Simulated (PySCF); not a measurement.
Assigning NMR signals

Molfile (atoms numbered from 1):
```
C5H10O
     RDKit          3D

 16 15  0  0  0  0  0  0  0  0999 V2000
   -0.8084    0.7065    1.0808 C   0  0  0  0  0  0  0  0  0  0  0  0
   -0.0677   -0.0386   -0.0267 C   0  0  0  0  0  0  0  0  0  0  0  0
    1.0230   -0.9405    0.5630 C   0  0  0  0  0  0  0  0  0  0  0  0
    0.5563    0.9493   -1.0197 C   0  0  0  0  0  0  0  0  0  0  0  0
   -1.0226   -0.9203   -0.8000 C   0  0  0  0  0  0  0  0  0  0  0  0
   -2.1974   -1.0375   -0.5997 O   0  0  0  0  0  0  0  0  0  0  0  0
   -1.2707    0.0003    1.7660 H   0  0  0  0  0  0  0  0  0  0  0  0
   -0.1225    1.3401    1.6376 H   0  0  0  0  0  0  0  0  0  0  0  0
   -1.5932    1.3267    0.6554 H   0  0  0  0  0  0  0  0  0  0  0  0
    1.5391   -1.4890   -0.2221 H   0  0  0  0  0  0  0  0  0  0  0  0
    0.5915   -1.6561    1.2593 H   0  0  0  0  0  0  0  0  0  0  0  0
    1.7520   -0.3360    1.0975 H   0  0  0  0  0  0  0  0  0  0  0  0
   -0.2095    1.5855   -1.4579 H   0  0  0  0  0  0  0  0  0  0  0  0
    1.2781    1.5814   -0.5078 H   0  0  0  0  0  0  0  0  0  0  0  0
    1.0686    0.4206   -1.8207 H   0  0  0  0  0  0  0  0  0  0  0  0
   -0.5240   -1.4836   -1.6164 H   0  0  0  0  0  0  0  0  0  0  0  0
  1  2  1  0
  2  3  1  0
  2  4  1  0
  2  5  1  0
  5  6  2  0
  1  7  1  0
  1  8  1  0
  1  9  1  0
  3 10  1  0
  3 11  1  0
  3 12  1  0
  4 13  1  0
  4 14  1  0
  4 15  1  0
  5 16  1  0
M  END
```

PySCF 2.14.0 with density-fitted response routines calculation with geometry from GFN2-xTB and NMR shieldings at PBE0/pcSseg-1/GIAO; one conformer, non-relativistic Hamiltonian, no solvent model, one averaged value for each set of equivalent atoms.

Shifts are taken against calculated references (same method and geometry level): ¹³C (σref 186.93) and ¹H (σref 31.72) vs TMS.

Problem. Assign these signals to the numbered atoms. ¹³C{¹H} NMR (computed): δ 211.2 (CH), 44.5 (C), 24.8 (CH3).

Solution. 
211.2 → C5, aldehyde carbonyl carbon: the double bond to the heteroatom, with no lone-pair donor beside it, deshields it most
44.5 → C2, quaternary sp3 carbon α to a carbonyl: α to the electron-withdrawing carbonyl group
24.8 → C1/C3/C4, methyl carbon: saturated and bonded to C and H only

Problem. Assign these signals to the numbered atoms. ¹H NMR (600 MHz, computed): δ 9.81 (s, 1H), 1.04 (s, 9H).

Solution. 
9.81 → H16, hydrogen on an aldehyde carbonyl carbon: the C=O anisotropy and electron withdrawal place aldehyde protons far downfield
1.04 → H7/H8/H9/H10/H11/H12/H13/H14/H15, hydrogen on a methyl carbon

Shifts are as computed. Against solution values, carbons near 30 ppm lie about +3 ppm off and those near 130 ppm about +5 ppm. Of 1211 compounds with measured shifts, 218 miss one by over three times the rms of a fit or turn the order of signals round; such compounds aren't used in these exercises. Multiplicities follow the n + 1 count of equivalent neighbours, as no J values were calculated; m marks all less simple cases, F and P coupling included.
